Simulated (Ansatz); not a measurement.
Isomers

Structures of Si2H5S (charge -1), singlet, relaxed at PBE0-D4/def2-TZVPD (vibrations not checked; lower isomers may exist, and structures with a doubtful reference or unclear bonds are left out). Ansatz 0.2.0; basis: def2-TZVPPD; cores frozen in the correlated methods. B3LYP uses VWN-RPA correlation.

Problem. Rank them by CCSD(T) energy, lowest first, and give each one's height above the lowest. Links in brackets join atoms within 1.22 times the sum of their covalent radii (1.1 for two metals). (An estimate is asked for; the value comes from the calculation.)
A.
Si₂H₅S ([SiH2][H][SiH][SH]), total charge -1
```
8
angstrom
Si -1.2738 1.5939 -0.3402
Si 0.6226 -0.7993 -0.5751
S 1.7385 -1.0381 1.3468
H -2.1398 0.6879 0.5311
H 0.0964 0.7696 -0.1092
H -1.5647 0.8317 -1.6355
H 2.9365 -0.6587 0.8740
H -0.5758 -1.5247 0.0120
```
B.
Si₂H₅S ([SiH3][SiH][SH]), total charge -1
```
8
angstrom
Si -0.7007 0.9703 -0.3039
Si 0.6371 -0.3116 1.1673
S 0.8552 -2.0702 -0.2445
H -2.1437 0.5398 -0.3396
H -0.3392 1.0564 -1.7669
H -0.7827 2.4194 0.1150
H 1.9084 0.4156 0.7143
H 0.5657 -3.0198 0.6583
```
C.
Si₂H₅S ([SiH2][S][SiH3]), total charge -1
```
8
angstrom
Si -1.3332 1.4336 -1.0153
S -1.5447 -0.2479 0.5293
Si 0.4534 -0.8372 0.6673
H -0.4745 0.6295 -2.0043
H -0.1100 2.0930 -0.3586
H 1.0272 -1.3320 -0.6206
H 0.6147 -1.9769 1.6425
H 1.3672 0.2379 1.1597
```

Solution. By the calculation: C (0.000 eV), B (0.392 eV), A (1.634 eV). Heights count from the lowest.

Problem. Do PBE-D4, r2SCAN-D4, PBE0-D4, B3LYP-D4, wB97M-V, HF, MP2 give the same order? (A judgement: the text doesn't fix the answer.)

Solution. By the calculation: All do.

No T1 diagnostic of these runs exceeds 0.017.

For scale, one of the runs: CCSD(T)/def2-TZVPPD, 232 basis functions, launched by `ansatz run in.yaml --threads 2 --pin off --events-out ev --progress --plain --max-ram 4352MiB`. Time: 72 s of wall clock on 2 CPU threads of an Arm Neoverse V2; the host was shared. Peak host memory: 3.6 GiB.
